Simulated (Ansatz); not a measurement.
Frontier orbitals of `CN(C)N`.

```xyz
12

C    -1.2230   -0.4222    0.1700
N     0.1059   -0.2664   -0.3743
C     0.4516    1.1331   -0.4675
N     1.0240   -0.8647    0.5775
H    -1.4793   -1.4839    0.2233
H    -1.3159    0.0103    1.1799
H    -1.9385    0.0620   -0.4967
H    -0.2503    1.6278   -1.1410
H     1.4542    1.2394   -0.8904
H     0.4315    1.6362    0.5134
H     0.8019   -1.8578    0.5729
H     1.9380   -0.8139    0.1329
```

Total charge 0; spin multiplicity 1. The geometry is a stationary point of PBE0-D4/def2-TZVP. It is a higher conformer; a search finds a lower one. Basis def2-TZVPP, the Gaussian-basis code of Ansatz.

Orbital energies of one run (eV). Highest occupied ones, from the top: -8.02, -11.47, -12.56, -12.90, -13.13, -13.86, -15.36, -16.15, -16.49, -19.59, -22.51, -25.11, -29.89, -281.74. Empty: 2.46, 3.67, 3.79, 4.43, 4.46, 4.78.

Q: Which functional gave them?
A. revPBE
B. B97M-V
C. ωB97M-V
D. r2SCAN

A: C. HOMO energies: ωB97M-V -8.02, r2SCAN -4.46, revPBE -4.17, B97M-V -4.66 eV.
